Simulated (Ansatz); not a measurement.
**C4H7F: one species, many methods**

The task here is to estimate one member of a computed series from the others.

The runs use Ansatz 0.2.0, Gaussian basis; functionals in def2-TZVPP, the program's frozen cores in correlated methods.

Levels to be run: LDA (SPW92), PBE-D4, revPBE-D4, BLYP-D4, r2SCAN-D4, B97M-V, PBE0-D4, B3LYP-D4, r2SCANh-D4, r2SCAN0-D4, HSE06-D4, BHLYP-D4, CAM-B3LYP-D4, LC-ωPBE, ωB97X-V, ωB97M-V, B2PLYP, PBE-QIDH; CCSD(T)/def2-SVP; CCSD(T)/def2-TZVPP; MP2/def2-QZVPP; extrapolation to the limit; RPA on PBE.

### The relaxed structure

The geometry comes from an earlier relaxation with PBE0-D4 in a triple-zeta def2 set; it is a stationary point, not always the lowest conformer.

SMILES `C=CCCF`, 12 atoms, charge 0, spin multiplicity 1.

Atoms are counted from 1 here; the program's logs count them from 0.

Bond lengths: C1–C2 1.325 Å, C1–H6 1.084 Å, C1–H7 1.086 Å, C2–C3 1.493 Å, C2–H8 1.087 Å, C3–C4 1.513 Å, C3–H9 1.096 Å, C3–H10 1.095 Å, C4–F5 1.386 Å, C4–H11 1.094 Å, C4–H12 1.094 Å. Angles: C2–C1–H6 121.6°, C2–C1–H7 121.5°, H6–C1–H7 116.9°, C1–C2–C3 124.6°, C1–C2–H8 119.5°, C3–C2–H8 115.9°, C2–C3–C4 113.0°, C2–C3–H9 110.1°, C2–C3–H10 110.2°, C4–C3–H9 107.9°, C4–C3–H10 108.3°, H9–C3–H10 107.2°, C3–C4–F5 110.1°, C3–C4–H11 111.0°, C3–C4–H12 111.2°, F5–C4–H11 107.5°, F5–C4–H12 107.5°, H11–C4–H12 109.3°.

The first run:

Contents of in.yaml:

```yaml
crystal:
  periodic: [false, false, false]
  atoms:
    - {symbol: C, position_ang: [-0.896304, 1.563661, 0.866833]}
    - {symbol: C, position_ang: [-0.645006, 0.280143, 0.653509]}
    - {symbol: C, position_ang: [0.663302, -0.261388, 0.180965]}
    - {symbol: C, position_ang: [0.548863, -1.043999, -1.108660]}
    - {symbol: F, position_ang: [-0.244189, -2.164008, -0.917811]}
    - {symbol: H, position_ang: [-1.868091, 1.902686, 1.206193]}
    - {symbol: H, position_ang: [-0.136233, 2.324269, 0.713891]}
    - {symbol: H, position_ang: [-1.430526, -0.453499, 0.817869]}
    - {symbol: H, position_ang: [1.092207, -0.925823, 0.940489]}
    - {symbol: H, position_ang: [1.376234, 0.554797, 0.024677]}
    - {symbol: H, position_ang: [1.530579, -1.388840, -1.446724]}
    - {symbol: H, position_ang: [0.086164, -0.443099, -1.897330]}
basis:
  gaussian: {orbitals: def2-TZVPP}
hamiltonian: {xc: lda}
output: {orbitals: {seedname: orbitals}}
```

Steps of the session up to this table: LDA; PBE-D4 (GGA); revPBE-D4 (GGA); BLYP-D4 (GGA); r2SCAN-D4 (meta-GGA); B97M-V (meta-GGA); PBE0-D4 (hybrid); B3LYP-D4 (hybrid); r2SCANh-D4 (hybrid); r2SCAN0-D4 (hybrid); HSE06-D4 (hybrid); BHLYP-D4 (hybrid); CAM-B3LYP-D4 (range-separated); LC-ωPBE (range-separated); ωB97X-V (range-separated); ωB97M-V (range-separated); B2PLYP (double hybrid); PBE-QIDH (double hybrid).

One of the session's tables, all rows but one given; the rest of the session is left out.

It belongs to the step «Frontier levels by functional». 

```
  functional  HOMO (eV)  gap (eV)
 LDA (SPW92)          ?         ?
      PBE-D4      -6.46      5.56
   revPBE-D4      -6.39      5.59
     BLYP-D4      -6.30      5.53
   r2SCAN-D4      -6.66      6.02
      B97M-V      -6.67      6.07
     PBE0-D4      -7.60      7.74
    B3LYP-D4      -7.38      7.26
  r2SCANh-D4      -7.09      6.83
  r2SCAN0-D4      -7.74      8.03
    HSE06-D4      -7.19      6.95
    BHLYP-D4      -8.58      9.80
CAM-B3LYP-D4      -8.95     10.21
     LC-ωPBE     -10.36     12.84
     ωB97X-V      -9.96     12.33
     ωB97M-V      -9.87     12.07
```

Q: Estimate the row for LDA (SPW92) from the others.

The run gave: HOMO (eV): -6.64; gap (eV): 5.50. In the column «HOMO (eV)» it lies between r2SCAN-D4 (-6.66) and PBE-D4 (-6.46).
